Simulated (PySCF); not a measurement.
Gas-phase reaction: 3 H2SiO + 2 Si2H5 = 4 SiH4 + 3 SiO

Energies from PySCF, thermal terms from the rigid-rotor harmonic-oscillator model, ideal gas at 1 bar. † marks an energy on the PBE0/def2-TZVP geometry and frequencies; other levels use their own. MP2 and CCSD(T) freeze the core. 6-31G* has spherical d functions here. Open shells (unrestricted): Si2H5 (multiplicity 2); the rest are closed-shell singlets. B3LYP is the form with VWN-RPA correlation. H2SiO, Si2H5: computed as isolated molecules; such fragments, hydroxides, amides, oligomers or adducts are transient or little studied in the gas. MP2 isn't extrapolated to the basis-set limit; its ΔH°(298 K) is -361.4 kJ in def2-SVP and -319.7 kJ in def2-TZVPP. CCSD(T) isn't extrapolated to the basis-set limit; its ΔH°(298 K) is -378.3 kJ in def2-SVP and -326.9 kJ in def2-TZVPP. The harmonic model lacks anharmonicity and excited electronic states, which grow with temperature; levels with a mode under 35 cm⁻¹ are left out. Internal rotation in Si2H5 is treated as a harmonic vibration of one conformer, which makes the entropy rough. Warning, large T1 diagnostic: H2SiO, SiO (CCSD(T)/def2-TZVPP†).

```json
[
 {"level": "B3LYP/6-31G*", "ΔE electronic, kJ": "-340", "ΔH°(298 K), kJ": "-339", "ΔS°(298 K), J/K": "165", "ΔG°(1200 K), kJ": "-517"},
 {"level": "B3LYP/def2-TZVP†", "ΔE electronic, kJ": "-324", "ΔH°(298 K), kJ": "-322", "ΔS°(298 K), J/K": "164", "ΔG°(1200 K), kJ": "-499"},
 {"level": "BLYP/def2-TZVP†", "ΔE electronic, kJ": "-344", "ΔH°(298 K), kJ": "-341", "ΔS°(298 K), J/K": "164", "ΔG°(1200 K), kJ": "-519"},
 {"level": "CCSD(T)/def2-TZVPP†", "ΔE electronic, kJ": "-329", "ΔH°(298 K), kJ": "-327", "ΔS°(298 K), J/K": "164", "ΔG°(1200 K), kJ": "-504"},
 {"level": "HF/6-31G*", "ΔE electronic, kJ": "-297", "ΔH°(298 K), kJ": "-298", "ΔS°(298 K), J/K": "171", "ΔG°(1200 K), kJ": "-485"},
 {"level": "HF/def2-TZVP†", "ΔE electronic, kJ": "-274", "ΔH°(298 K), kJ": "-271", "ΔS°(298 K), J/K": "164", "ΔG°(1200 K), kJ": "-449"},
 {"level": "MP2/def2-TZVPP†", "ΔE electronic, kJ": "-322", "ΔH°(298 K), kJ": "-320", "ΔS°(298 K), J/K": "164", "ΔG°(1200 K), kJ": "-497"},
 {"level": "PBE0/def2-SVP†", "ΔE electronic, kJ": "-261", "ΔH°(298 K), kJ": "-259", "ΔS°(298 K), J/K": "164", "ΔG°(1200 K), kJ": "-436"},
 {"level": "r2SCAN/def2-TZVP†", "ΔE electronic, kJ": "-227", "ΔH°(298 K), kJ": "-225", "ΔS°(298 K), J/K": "164", "ΔG°(1200 K), kJ": "-402"},
 {"level": "ωB97M-V/def2-TZVP†", "ΔE electronic, kJ": "-352", "ΔH°(298 K), kJ": "-349", "ΔS°(298 K), J/K": "164", "ΔG°(1200 K), kJ": "-526"},
 {"level": "ωB97X-V/def2-TZVP†", "ΔE electronic, kJ": "-294", "ΔH°(298 K), kJ": "-291", "ΔS°(298 K), J/K": "164", "ΔG°(1200 K), kJ": "-468"}
]
```
ΔH° is lowest at ωB97M-V/def2-TZVP† and highest at r2SCAN/def2-TZVP†. No reference value is set beside these.
